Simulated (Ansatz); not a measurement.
# CHNO: vertical ionisation energy

The task here is to estimate one member of a computed series from the others.

Program: Ansatz 0.2.0, Gaussian basis. Level of theory: unrestricted cation, the program's frozen cores in correlated methods. These are calculated values, not measurements.

The runs, in order: UKS PBE-D4/def2-TZVPP; UKS r2SCAN-D4/def2-TZVPP; UKS PBE0-D4/def2-TZVPP; UKS B3LYP-D4/def2-TZVPP; UKS wB97X-V/def2-TZVPP; UKS wB97M-V/def2-TZVPP; UKS B2PLYP/def2-TZVPP; UHF-CCSD(T)/def2-TZVPP; UHF-CCSD(T)/def2-QZVPP; extrapolation to the limit; then −ε(HOMO) from the neutral's earlier runs with LDA (SPW92), PBE-D4, revPBE-D4, BLYP-D4, r2SCAN-D4, B97M-V, PBE0-D4, B3LYP-D4, r2SCANh-D4, r2SCAN0-D4, HSE06-D4, BHLYP-D4, CAM-B3LYP-D4, LC-ωPBE, ωB97X-V, ωB97M-V.

## The relaxed structure

The geometry comes from an earlier relaxation with PBE0-D4 in a triple-zeta def2 set; it is a stationary point.

SMILES `N=C=O`, 4 atoms, charge 0, spin multiplicity 1.

Atoms are counted from 1 here; the program's logs count them from 0.

Bond lengths: N1–C2 1.208 Å, N1–H4 1.004 Å, C2–O3 1.161 Å. Angles: C2–N1–H4 125.4°, N1–C2–O3 173.0°.

The first run:

File in.yaml:

```yaml
crystal:
  periodic: [false, false, false]
  atoms:
    - {symbol: N, position_ang: [0.505030, -0.390765, -0.422590]}
    - {symbol: C, position_ang: [-0.462255, 0.160752, 0.046404]}
    - {symbol: O, position_ang: [-1.461805, 0.645235, 0.383364]}
    - {symbol: H, position_ang: [1.419030, -0.415222, -0.007178]}
basis:
  gaussian: {orbitals: def2-TZVPP}
total_charge: 1
magnetization: {spin_polarized: true, initial_magnetization: 1}
hamiltonian: {xc: pbe, dispersion: d4}
```

Run with:

```bash
$ ansatz run in.yaml --threads 2 --pin off --events-out ev --progress --plain --max-ram 32768MiB --backend cpu
```

Among the steps run: Cation, UKS PBE-D4/def2-TZVPP; Cation, UKS r2SCAN-D4/def2-TZVPP; Cation, UKS PBE0-D4/def2-TZVPP; Cation, UKS B3LYP-D4/def2-TZVPP; Cation, UKS wB97X-V/def2-TZVPP; Cation, UKS wB97M-V/def2-TZVPP; Cation, UKS B2PLYP (frozen core)/def2-TZVPP; Cation, UHF-CCSD(T)/def2-TZVPP; Cation, UHF-CCSD(T)/def2-QZVPP.

One table of the session follows, with a row left open; its other results are not shown here.

It belongs to the step «Ionisation energies side by side». Orbital estimates, from the neutral's runs:

| functional | −ε(HOMO) (eV) |
| --- | --- |
| LDA (SPW92) | 7.59 |
| PBE-D4 | 7.37 |
| revPBE-D4 | ? |
| BLYP-D4 | 7.25 |
| r2SCAN-D4 | 7.69 |
| B97M-V | 7.69 |
| PBE0-D4 | 8.84 |
| B3LYP-D4 | 8.59 |
| r2SCANh-D4 | 8.24 |
| r2SCAN0-D4 | 9.06 |
| HSE06-D4 | 8.43 |
| BHLYP-D4 | 10.21 |
| CAM-B3LYP-D4 | 10.26 |
| LC-ωPBE | 11.61 |
| ωB97X-V | 11.23 |
| ωB97M-V | 11.13 |

**Question.** Estimate the row for revPBE-D4.

The run gave: −ε(HOMO) (eV): 7.30. In the column «−ε(HOMO) (eV)» it lies between BLYP-D4 (7.25) and PBE-D4 (7.37).
